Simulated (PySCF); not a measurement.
Gas-phase reaction: Al(OH)3 + 2 N2O → AlO + 3 H + 4 NO

Method: PySCF energies (xtb for GFN2) plus ideal-gas RRHO corrections (1 bar). † marks an energy on the PBE0/def2-TZVP geometry and frequencies; other levels use their own. Open shells (unrestricted): AlO (multiplicity 2), H (multiplicity 2), NO (multiplicity 2, electronic degeneracy 4); the rest are closed-shell singlets. GFN2 has no spin-polarisation term. Spin-orbit splitting is ignored; it lowers the true energy and changes the entropy of NO. B3LYP is the form with VWN-RPA correlation. Al(OH)3: computed as isolated molecules; such fragments, hydroxides, amides, oligomers or adducts are transient or little studied in the gas. The harmonic model lacks anharmonicity and excited electronic states, which grow with temperature; levels with a mode under 35 cm⁻¹ are left out.

ΔH° and ΔS° at 298 K: B3LYP/def2-TZVP† 1853 kJ, 664 J/K; GFN2-xTB 2734 kJ, 658 J/K; PBE/def2-SVP 1857 kJ, 659 J/K; PBE/def2-TZVP† 1871 kJ, 664 J/K; PBE0/def2-QZVP† 1889 kJ, 664 J/K.

Question: With the heat capacities included, give log10 K (1 bar) at 600, 800, 1000, 1200, 1400 K from B3LYP/def2-TZVP†, GFN2-xTB, PBE/def2-SVP, PBE/def2-TZVP†, PBE0/def2-QZVP†.

Answer: 
```json
[
 {"T (K)": "600", "B3LYP/def2-TZVP†": "-126.3", "GFN2-xTB": "-203.4", "PBE/def2-SVP": "-127.0", "PBE/def2-TZVP†": "-128.0", "PBE0/def2-QZVP†": "-129.5"},
 {"T (K)": "800", "B3LYP/def2-TZVP†": "-85.9", "GFN2-xTB": "-143.9", "PBE/def2-SVP": "-86.5", "PBE/def2-TZVP†": "-87.1", "PBE0/def2-QZVP†": "-88.3"},
 {"T (K)": "1000", "B3LYP/def2-TZVP†": "-61.6", "GFN2-xTB": "-108.1", "PBE/def2-SVP": "-62.2", "PBE/def2-TZVP†": "-62.6", "PBE0/def2-QZVP†": "-63.5"},
 {"T (K)": "1200", "B3LYP/def2-TZVP†": "-45.5", "GFN2-xTB": "-84.3", "PBE/def2-SVP": "-46.0", "PBE/def2-TZVP†": "-46.3", "PBE0/def2-QZVP†": "-47.1"},
 {"T (K)": "1400", "B3LYP/def2-TZVP†": "-33.9", "GFN2-xTB": "-67.3", "PBE/def2-SVP": "-34.4", "PBE/def2-TZVP†": "-34.6", "PBE0/def2-QZVP†": "-35.3"}
]
```
